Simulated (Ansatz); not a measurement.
**SiNH₄ radical: how energies converge with the basis set**

How large a basis does SiNH₄ radical need? Two functionals are run in growing sets.

Method: one geometry, several basis sets; program: Ansatz 0.2.0, Gaussian basis.

The runs, in order: PBE0-D4/def2-SVP; ωB97M-V/def2-SVP; PBE0-D4/def2-QZVPP; ωB97M-V/def2-QZVPP; the functionals' def2-TZVPP values are taken from earlier runs.

### 1 The geometry

All runs share one geometry, relaxed beforehand with PBE0-D4 in a triple-zeta def2 set.

SMILES `N[SiH2]`, 6 atoms, charge 0, spin multiplicity 2.

Atoms are counted from 1 here; the program's logs count them from 0.

Bond lengths: N1–Si2 1.725 Å, N1–H3 1.008 Å, N1–H4 1.008 Å, Si2–H5 1.493 Å, Si2–H6 1.493 Å. Angles: Si2–N1–H3 119.9°, Si2–N1–H4 119.9°, H3–N1–H4 110.9°, N1–Si2–H5 107.3°, N1–Si2–H6 107.3°, H5–Si2–H6 110.5°.

### 2 PBE0-D4 in def2-SVP

in.yaml reads:

```yaml
crystal:
  periodic: [false, false, false]
  atoms:
    - {symbol: N, position_ang: [-0.062313, -0.863543, 0.020895]}
    - {symbol: Si, position_ang: [0.307376, 0.815331, 0.161642]}
    - {symbol: H, position_ang: [0.564976, -1.475898, -0.476417]}
    - {symbol: H, position_ang: [-0.503587, -1.346491, 0.787596]}
    - {symbol: H, position_ang: [0.657352, 1.307838, -1.204071]}
    - {symbol: H, position_ang: [-0.921603, 1.498863, 0.664255]}
basis:
  gaussian: {orbitals: def2-SVP}
magnetization: {spin_polarized: true, initial_magnetization: 1}
hamiltonian: {xc: pbe0, dispersion: d4}
output: {orbitals: {seedname: orbitals}}
```

Further steps of the session: ωB97M-V in def2-SVP; PBE0-D4 in def2-QZVPP; ωB97M-V in def2-QZVPP.

**Question.** What will the summary of the whole plan be? Wanted: PBE0-D4: double and triple zeta above quadruple; ωB97M-V: double and triple zeta above quadruple.

**Answer**, as computed:

| quantity | value |
| --- | --- |
| PBE0-D4: double and triple zeta above quadruple | 5.12, 0.38 eV |
| ωB97M-V: double and triple zeta above quadruple | 5.20, 0.36 eV |

**Reading.** PBE0-D4 gains 4.74 eV from double to triple zeta, then 0.38 eV more. These are total energies; as a rule much of such shifts cancels in differences, which this series doesn't test.
